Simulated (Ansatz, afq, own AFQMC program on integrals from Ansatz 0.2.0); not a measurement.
BGeH, triplet in cc-pVDZ, levels against CCSDT(Q)

```
atom   x (Å)   y (Å)    z (Å)
  Ge  0.0000  0.0000   1.6897
   B  0.0000  0.0000  -0.2506
   H  0.0000  0.0000  -1.4391
```

Connectivity, by distances: Ge–BH.

Basis cc-pVDZ. Only valence electrons are correlated. Integrals, coupled cluster, full CI and functionals: Ansatz 0.2.0; the random walks run on the same integrals in our own AFQMC program. ph-AFQMC/CISD is guided by a CISD state made of CCSD amplitudes; releasing the constraint for a short imaginary time cuts its bias at the price of noise, slowly where states lie close. Uncertainties: one standard error, sampling alone. No spin–orbit coupling.

Determinant: UHF, the one that the program's search chose, which needn't be the lowest solution. The geometry is a point of a scan.

No full CI on the walks' own integrals is used here; CCSDT(Q) serves as the reference and is uncertain by about the last step of the cluster series.

Cautions: no relativity below Rb; no spin-orbit coupling; inner d shell frozen; lower spins were not checked; the ph-AFQMC/CISD walk drifts between its halves (2.3 errors).

```
T1 diagnostic                               : 0.0163
weight of the determinant in the CISD state : 0.890
⟨S²⟩ of the determinant                     : 2.016
size of the correlated space                : 8 electrons in 31 orbitals
```

Reference: CCSDT(Q), correlation energy -4.375 eV. The released energy is read at 2.40 1/Eh (meV from the phaseless value at times in 1/Eh: -7 ± 14 at 0.24, -24 ± 15 at 0.51, -26 ± 9 at 0.99, -33 ± 7 at 1.62, -31 ± 9 at 2.40).

```
         level  E − E(reference) (mEh)  share of correlation (%)
            HF                  160.79                      0.00
           MP2                   36.96                     77.02
          CCSD                    7.30                     95.46
       CCSD(T)                    1.67                     98.96
         CCSDT                    0.36                     99.78
   ph-AFQMC/HF             3.90 ± 1.48                     97.57
 ph-AFQMC/CISD             0.81 ± 0.50                     99.49
released AFQMC            -0.33 ± 0.31                    100.20
```

A walk keeps the symmetry of its determinant, which the program's search chose and which needn't be the lowest solution, so a lower state of the same spin and another symmetry isn't excluded. Released energies are given only where the last usable release times agree within the noise; a slower fall can still hide under it.
